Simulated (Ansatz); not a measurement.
System: fcc Cu. Method: revPBE (PAW; Ansatz, a first-principles code).

Numerical settings: plane-wave cutoff 520 eV, 20×20×20 k mesh, Fermi–Dirac smearing 0.1 eV, perturbation theory, no spin polarisation, scalar-relativistic PAW data made under PBE.

Computed at the level's own relaxed cell.

Space group Fm-3m (No. 225); a = b = c = 3.660 Å, α = β = γ = 90.00°

| atom | site | symmetry | x | y | z |
|---|---|---|---|---|---|
| Cu | 4a | m-3m | 0.0000 | 0.0000 | 0.0000 |
(The calculation used a cell of 1 atom; values per cell refer to that cell.)

Harmonic phonon frequencies (cm⁻¹; i marks an imaginary mode):

```tsv
q point	frequencies
X	?
L	110 110 233
W	?
```

**Question.** What belongs in the gaps?

**Answer.** 
- X, frequencies: 163 163 229
- W, frequencies: 158 195 195

No imaginary mode appears at these points.
